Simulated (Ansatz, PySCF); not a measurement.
System: CH$_{2}$Cl, charge 0, multiplicity 2. It need not be the lowest isomer of its formula. 
Coordinates optimised at B3LYP-D3(BJ)/def2-TZVP (Ansatz, a program for electronic structure):
```
C
H 1 1.0768
H 1 1.0768 2 124.26
Cl 1 1.6978 2 117.87 3 180.00
```
Charge 0, spin multiplicity 2.

Property: atomisation energy (electronic, to ground-state atoms), in kJ/mol. Valence correlation only, unless marked. Open shells are spin-unrestricted. No spin-orbit coupling. No relativistic terms. The coupled-cluster limit lacks core correlation, which all-electron functionals hold. CBS(X,Y): correlation extrapolated as X^-3; Hartree-Fock from the larger set. The bracket is a focal-point correction in the basis named.

```json
[
 {"level": "HF/6-31G*", "program": "Ansatz", "atomisation energy (kJ/mol)": "880.3", "minus last row": "-323.8"},
 {"level": "RI-HF/aug-cc-pV(Q+d)Z", "program": "Ansatz", "atomisation energy (kJ/mol)": "894.6", "minus last row": "-309.5"},
 {"level": "r2SCAN/def2-TZVPD", "program": "Ansatz", "atomisation energy (kJ/mol)": "1229.7", "minus last row": "25.6"},
 {"level": "MN15/def2-TZVPD", "program": "PySCF", "atomisation energy (kJ/mol)": "1210.5", "minus last row": "6.4"},
 {"level": "CAM-B3LYP-D3(BJ)/def2-TZVPD", "program": "Ansatz + dftd3", "atomisation energy (kJ/mol)": "1212.2", "minus last row": "8.1"},
 {"level": "MP2/cc-pV(T+d)Z", "program": "Ansatz", "atomisation energy (kJ/mol)": "1185.5", "minus last row": "-18.6"},
 {"level": "CCSD(T)/def2-SVP", "program": "Ansatz", "atomisation energy (kJ/mol)": "1132.7", "minus last row": "-71.4"},
 {"level": "RI-MP2/CBS(def2-TZVPP,def2-QZVPP)+[CCSD(T)-MP2]/def2-QZVPP", "program": "Ansatz", "atomisation energy (kJ/mol)": "1204.4", "minus last row": "0.3"},
 {"level": "CCSD(T)/CBS(cc-pV(T+d)Z,cc-pV(Q+d)Z)", "program": "Ansatz", "atomisation energy (kJ/mol)": "1205.0", "minus last row": "0.9"},
 {"level": "CCSD(T)/CBS(def2-TZVPPD,def2-QZVPPD)", "program": "Ansatz", "atomisation energy (kJ/mol)": "1204.1", "minus last row": "0.0"}
]
```
